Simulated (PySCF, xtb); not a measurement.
Scan of CS2, singlet: symmetric bend, bond length relaxed. Scanned: S-C-S angle. Other coordinates (C-S bond length) were minimised at PBE0/def2-TZVP. Each profile is relative to its own lowest point.

```csv
a / °,A,B,C
180,0.0,0.0,0.0
170,6.1,5.4,3.9
160,25.0,22.0,16.0
150,58.0,50.4,37.2
140,107.7,92.2,69.6
130,178.1,150.1,116.1
120,274.8,228.3,181.7
110,406.2,333.4,273.5
100,593.2,—,—
90,877.8,—,—
80,1285.4,—,—
```

Energies in kJ/mol.

Question: Match the curves with the methods B3LYP/cc-pVTZ in PySCF 2.14.0; xtb with GFN1-xTB; restricted Hartree-Fock/STO-3G in PySCF 2.14.0.

Answer: A is RHF/STO-3G; B is B3LYP; C is GFN1-xTB.

A dash means that the run gave no value there, or that the column was ended at a point which the program doubted or which failed a test of continuity chosen for this set; such a test can also cut sound points.
